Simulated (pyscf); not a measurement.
# Routes from H₂B–F (SMILES BF) + NH₃ (SMILES N)

Candidate steps break at most two bonds and form at most two. Each was searched with GFN2-xTB (tblite) first. Optimised with ωB97X-D3(BJ)/def2-SVP in PySCF. Energies: ωB97M-D3(BJ)/def2-TZVP, kcal/mol, from the separated reactants, singlet surface; ΔG‡ with ideal gas, 1 atm, RRHO with modes under 100 cm⁻¹ raised to 100, one conformer, R ln 2 for chiral ones without a mode under 150 cm⁻¹.

| products | type | ΔE‡ | ΔE | ΔG‡ 298 K | ΔG‡ 900 K | ν‡ (cm⁻¹) |
|---|---|---|---|---|---|---|
| H₂B–NH₂ + HF | four-centre exchange | 9.2 | +0.1 | 19.6 | 41.6 | 696i |
| H₂N–BH–F + H₂ | four-centre exchange | 15.4 | -28.8 | 24.4 | 45.2 | 1461i |

Row 1: On the reactant side the descent ends in an adduct with a B–N contact, 21.9 kcal/mol under the separated species and 31.6 kcal/mol under the saddle at ωB97X-D3(BJ)/def2-TZVP. On the product side the descent ends in a complex, 4.7 kcal/mol under the separated species and 13.9 kcal/mol under the saddle at ωB97X-D3(BJ)/def2-TZVP. Row 2: On the reactant side the descent ends in an adduct with a B–N contact, 23.4 kcal/mol under the separated species and 39.4 kcal/mol under the saddle at ωB97X-D3(BJ)/def2-TZVP. 

Plain bond fissions and candidates not yet searched are not listed, and one of them may be faster. Each barrier is that of the saddle found; lower ones may exist.
